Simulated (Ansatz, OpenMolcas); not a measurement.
**The same job for Ansatz**

This OpenMolcas 26.06 job computes triplet AlH2F:

mol.input:
```
* AlFH2 Kohn-Sham DFT
&GATEWAY
BasLib=$CurrDir
Coord
4
angstrom
Al       0.019600       0.032680       0.000940
H        1.546910      -0.017870       0.014080
H       -0.738990       1.358820      -0.019420
F       -0.827520      -1.373630       0.004400
Basis=STO-3G
Group=NoSym
&SEWARD
GridInput
Grid=UltraFine
End of Grid
&SCF
UHF
Spin=3
KSDFT=PBE0
Thresholds=1e-10 1e-07 1e-07 1e-05
PrOrbitals=1 1
```

```bash
$ export MOLCAS_MEM=1860
$ pymolcas mol.input > mol.log
```

(Basis files named in the input come from the Basis Set Exchange and aren't shown.)

Geometry: a GFN2-xTB relaxation, a rough one for these elements and not checked as a minimum. That shape belongs to the parent species and isn't relaxed for this state.

It gives a total energy of -338.640399 Eh.

Problem. Write the same calculation for Ansatz 0.2.0 as an input file of the program's own.

Solution. One way, which was run:

input.yaml:
```yaml
crystal:
  periodic: [false, false, false]
  atoms:
    - {symbol: Al, position_ang: [0.019600, 0.032680, 0.000940]}
    - {symbol: H, position_ang: [1.546910, -0.017870, 0.014080]}
    - {symbol: H, position_ang: [-0.738990, 1.358820, -0.019420]}
    - {symbol: F, position_ang: [-0.827520, -1.373630, 0.004400]}
basis:
  gaussian:
    orbitals: STO-3G
magnetization:
  spin_polarized: true
  initial_magnetization: 2
hamiltonian:
  xc: pbe0
accuracy: high
```

```bash
$ ansatz run input.yaml --threads 1 --pin off --max-ram 2610MiB --events-out events.jsonl --progress --plain --runs-dir runs
```

Its energy is -338.640399 Eh, 0.000 mEh from the first.
